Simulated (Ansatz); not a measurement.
System: fcc Pb. Method: r²SCAN in Ansatz (plane waves, PAW).

Numerical settings: plane-wave cutoff 560 eV, 20×20×20 k mesh, Fermi–Dirac smearing 0.05 eV, scalar-relativistic PAW data made under PBE.

Pressure at four volumes; x = ln(V/31.134 Å³). One pressure is withheld.

| V (Å³/atom) | x | P (GPa) |
|---|---|---|
| 29.266 | -0.0619 | 3.16 |
| 31.134 | 0.0000 | 0.00 |
| 32.379 | 0.0392 | -1.56 |
| 33.002 | 0.0583 | ? |

Task: Pass a parabola P(x) through the three rows shown, estimate the bulk modulus and its pressure derivative near zero pressure, and predict the withheld pressure.

Result: Slopes between the rows: (0.00 − (3.16))/(0.0000 − (-0.0619)) = -51.05 and (-1.56 − (0.00))/(0.0392 − (0.0000)) = -39.80 GPa. Their difference over the span 0.1011 is c = 11.25/0.1011 = 111.3 GPa, so P(x) = 3.16 + (-51.05)(x − (-0.0619)) + 111.3 (x − (-0.0619))(x − (0.0000)). At the middle row B = −dP/dx = −[-51.05 + 111.3 × 0.0619] = 44.2 GPa, and B′ = dB/dP = 2c/B = 5.0. At x = 0.0583 the parabola gives -2.20 GPa; the run gives -2.21 GPa. The Birch–Murnaghan fit to the energies at all volumes has B0 = 43.7 GPa and B′ = 5.0.

Measured, for comparison: bulk modulus 47 GPa (corrected for temperature and zero-point phonon effects; as tabulated in Levämäki et al. (2014), arXiv:1402.3671). Computed less measured: bulk modulus -7 %.

Spin–orbit coupling is not included; it can shift volumes and moduli of such heavy elements.

Ansatz is an electronic-structure program.
